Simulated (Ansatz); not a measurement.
Basis-set extrapolation for C5H9F (`FC1CCCC1`) (PBE0-D4/def2-TZVP geometry, frozen core, the Gaussian-basis code of Ansatz). Multiplicity 1, RHF reference.

```tsv
	def2-TZVPP	def2-QZVPP
HF	-294.136308	-294.149326
MP2 correlation	-1.102030	-1.179632
CCSD(T) correlation	-1.193649	not run
```

Energies in hartree. Use E(X) = E(∞) + A·exp(−7.88·√X) for Hartree–Fock and E(X) = E(∞) + B·X^(−2.97) for correlation, with X = 3 and 4, and add CCSD(T) minus MP2 of the smaller set to the MP2 limit.

Question: What is the CCSD(T) energy at the basis-set limit?

Answer: HF limit: -294.149326 + (-0.013018) × 0.13774 = -294.15112. MP2 limit: -1.179632 + (-0.077602) × 0.74074 = -1.23711. Higher-order term: -1.193649 − (-1.102030) = -0.09162. Total: -295.47985 hartree, 393.5 kJ/mol below CCSD(T)/def2-TZVPP.
